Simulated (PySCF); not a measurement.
Species: isopropyl isocyanide, C4H7N.
Geometry (PBE0-D3(BJ)/def2-TZVP, Å), atoms numbered from 1 in this order:
```xyz
12
C4H7N angstrom
C      0.0946    2.7214    0.0286
N     -0.0603    1.5821   -0.1578
C     -0.2281    0.1809   -0.3499
C     -0.9636   -0.4179    0.8388
C      1.1246   -0.4716   -0.5879
H     -0.8442    0.0634   -1.2475
H     -0.3656   -0.3147    1.7461
H     -1.1465   -1.4791    0.6609
H     -1.9208    0.0800    0.9965
H      1.6265   -0.0272   -1.4478
H      1.7643   -0.3484    0.2880
H      0.9905   -1.5387   -0.7737
```

IAO charges (e) from the PBE0/pcSseg-2 density (PySCF), one withheld:

```
atom       bonded to   charge
  C1              N2  -0.1121
  N2           C1 C3  -0.1201
  C3     N2 C4 C5 H6        ?
  C4     C3 H7 H8 H9  -0.4308
  C5  C3 H10 H11 H12  -0.4308
  H6              C3  +0.1643
  H7              C4  +0.1541
  H8              C4  +0.1511
  H9              C4  +0.1597
 H10              C5  +0.1595
 H11              C5  +0.1544
 H12              C5  +0.1511
```

Problem. What is the charge on C3?

Solution. The charges add up to the total charge, 0. The others sum to +0.0004, which leaves -0.0004 e for C3 (sp3 carbon bound to nitrogen); the computed value is -0.0003, the difference coming from rounding.

Problem. Add each hydrogen's charge to the atom that carries it.

Solution. C3 +0.1640, C4 +0.0341, C5 +0.0342. Atoms without hydrogen keep their charges.

Problem. Across which bond do the charges differ most?

Solution. H9–C4: +0.1597 on H9 against -0.4308 on C4, a difference of 0.5905 e (C5–H10 within 0.003 e of it). The lower charge is on the more electronegative element of the two (Pauling values: C 2.55, H 2.20).

Problem. Take the bonds between elements whose Pauling electronegativities differ by more than 0.25. In how many does the more electronegative atom carry the lower charge?

Solution. In 9 of 9.

Problem. How much positive and how much negative charge does this set hold in all?

Solution. +1.0942 e on 7 atoms and -1.0941 e on 5.

The IAO scheme projects the occupied orbitals on a minimal set of polarised atomic orbitals and counts the electrons in each atom's part of it. Isolated species at its PBE0-D3(BJ)/def2-TZVP geometry, gas phase.
